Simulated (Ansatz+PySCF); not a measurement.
Results of a calculation; reference values are marked as such.
A run of Ansatz (development build ahead of 0.2.0) on doublet HO3 at this shape:

```yaml
atoms:
  - { symbol: H, position_ang: [0.0000, 0.5851, -0.9418] }
  - { symbol: O, position_ang: [0.0000, -0.3904, -0.9273] }
  - { symbol: O, position_ang: [0.0000, -0.6299, 0.6083] }
  - { symbol: O, position_ang: [0.0000, 0.4352, 1.2608] }
```

Its results:

| Property | Result |
| --- | --- |
| Converged | yes |
| Reference energy | -225.02796 hartree |
| Correlation energy | -0.66705 hartree |
| Total energy | -225.69501 hartree |
| Spin squared of the determinant | 1.142 |
| Stability test | minimum |
| Occupied orbitals by symmetry in an Abelian subgroup (alpha; beta) | 10 A' 3 A''; 10 A' 2 A'' |

Forces (eV/Å):
| atom | Fx | Fy | Fz |
| --- | --- | --- | --- |
| H1 | 0.000 | -0.223 | 0.261 |
| O2 | 0.000 | -0.596 | 5.259 |
| O3 | 0.000 | 2.155 | -4.404 |
| O4 | 0.000 | -1.336 | -1.117 |

**Question.** Which input gives this output? Name the method, the orbitals and the basis set, and write the input.

**Answer.** UHF-MP2 in cc-pVTZ.

```yaml
crystal:
  periodic: [false, false, false]
  atoms:
    - { symbol: H, position_ang: [0.0, 0.58515, -0.94183] }
    - { symbol: O, position_ang: [0.0, -0.39037, -0.9273] }
    - { symbol: O, position_ang: [0.0, -0.62994, 0.60829] }
    - { symbol: O, position_ang: [0.0, 0.43516, 1.26084] }
basis:
  gaussian: { orbitals: cc-pVTZ }
magnetization:
  spin_polarized: true
  initial_magnetization: 1
hamiltonian:
  xc: hf
correlation:
  method: mp2
  frozen_orbitals: { H: 0, O: 1 }
output:
  forces: true
```

Caution: the unrestricted determinant is spin contaminated; forces differ strongly between restricted and unrestricted references; another reference gives a lower total.
